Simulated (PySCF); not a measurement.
Structure elucidation problem

Molecular formula: C$_{3}$H$_{3}$F$_{2}$N. Simulated spectra:

1H NMR (400 MHz, computed): δ 10.88 (br s, 1H), 8.25 (dd, J = 9.2, 1.7 Hz, 1H), 4.73 (dd, J = 19.6, 9.2 Hz, 1H).

13C{1H} NMR (computed): δ 174.5 (C, t, J = 390.0 Hz), 162.4 (CH), 90.4 (CH, dd, J = 14.2, 10.5 Hz).

[PySCF 2.14: σ from GIAO-PBE0/pcSseg-1; GFN2-xTB geometry; J couplings at B3LYP/pcJ-1; isolated molecule; no relativistic terms; one conformer]

Shifts are taken against calculated references (same method and geometry level): 1H (σref 31.72) and 13C (σref 186.93) vs TMS.

What is the structure?

## Answers


1. Rings plus π bonds: 2 (no ring in the answer).
2. 3 carbon signals for 3 carbons: no two carbons are equivalent.
3. Carbon types of the structure: 1 × C, 2 × CH, leaving 1 H on heteroatoms.
4. δC 174.5: fully substituted alkene carbon.
5. δC 162.4: C=N carbon.
6. δC 90.4: alkene CH.
7. δH 10.88: hydrogen on an imine nitrogen; exchangeable, gas-phase position.
8. δH 8.25: hydrogen on a C=N carbon.
9. δH 4.73: hydrogen on an alkene CH; attached to an sp2 carbon and in the plane of the double bond.
10. The protons at 8.25 and 4.73 share a coupling of 9.2 Hz (vicinal).

These data were computed for `FC(=C/C=N\[H])F`.

This is the structure that produced the data.

The OH or NH signal is concentration- and solvent-dependent in practice; the value given is the gas-phase one. Common functionals overestimate the size of one-bond C–F couplings by tens of Hz; these are unscaled. Splittings below 1 Hz are ignored in the labels, and close J values are merged. Unscaled 3J(H,H) at this level run about 10 % above measured values. Shifts are as computed. Against solution values, carbons near 30 ppm lie about +3 ppm off and those near 130 ppm about +5 ppm. Of 1211 compounds with measured shifts, 218 miss one by over three times the rms of a fit or turn the order of signals round; such compounds aren't used in these exercises. Couplings to exchangeable protons are dropped.
